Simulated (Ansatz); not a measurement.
# H2NOSi: the cost of one run

Program: Ansatz 0.2.0. Level of theory: RKS PBE0-D4/def2-TZVP. These are calculated values, not measurements.

### 1 The starting structure

SMILES `N[Si+]=O`, 5 atoms, charge 1, spin multiplicity 1.

Atoms are counted from 1 here; the program's logs count them from 0.

Bond lengths: N1–Si2 1.650 Å, N1–H4 1.032 Å, N1–H5 1.032 Å, Si2–O3 1.525 Å. Angles: Si2–N1–H4 122.8°, Si2–N1–H5 122.8°, H4–N1–H5 114.4°, N1–Si2–O3 179.8°.

Coordinates:

```xyz
5
H2NOSi
N    -0.47041    0.47117   -0.32576
Si    0.57678   -0.57706    0.39917
O     1.54083   -1.54978    1.06973
H    -1.04113    1.14783    0.20528
H    -0.60609    0.50784   -1.34843
```

This geometry comes from a loose relaxation at PBE in a small basis, which is not shown.

### 4 Plan of the scan

First coordinate, normal mode 3 (462 cm⁻¹): 15 values from −0.695 amu½·Å. Second coordinate, normal mode 5 (913 cm⁻¹): 15 values from −0.625 amu½·Å.

Nothing else is relaxed (straight displacements along the two mass-weighted modes). Energies count from the relaxed molecule at the same level. Points are written as (first, second).

Displacement patterns for an amplitude of 1 (Å):

```tsv
atom	x1	y1	z1	x2	y2	z2
N1	-0.075	-0.069	0.008	-0.127	0.128	-0.088
Si2	-0.006	-0.005	0.001	0.022	-0.022	0.015
O3	0.016	0.015	-0.002	0.089	-0.090	0.062
H4	0.474	0.438	-0.048	-0.131	0.132	-0.088
H5	0.474	0.438	-0.048	-0.130	0.130	-0.093
```

(The set-up runs are not shown.)

### 5 Grid point (0.695 amu½·Å, −0.447 amu½·Å)

The input, input.yaml:

```yaml
crystal:
  periodic: [false, false, false]
  atoms:
    - { symbol: "N", position_ang: [-0.454822, 0.356666, -0.274251] }
    - { symbol: Si, position_ang: [0.554237, -0.564555, 0.38771] }
    - { symbol: O, position_ang: [1.483049, -1.469069, 1.020322] }
    - { symbol: H, position_ang: [-0.635969, 1.374424, 0.207412] }
    - { symbol: H, position_ang: [-0.20902, 0.746324, -1.317514] }
total_charge: 1
basis:
  gaussian: { orbitals: def2-TZVP }
hamiltonian:
  xc: pbe0
  dispersion: d4
output:
  forces: true
```

Run with:

```
> ansatz run input.yaml --threads 1 --pin off --max-ram 2560MiB --backend cpu --events-out ev --progress --plain --runs-dir out
```

What time and memory should one allow on 1 thread of Intel Xeon Platinum 8375C at 2.90GHz (Ice Lake), shared host?

About 1.8 s, with a peak of 0.17 GiB.
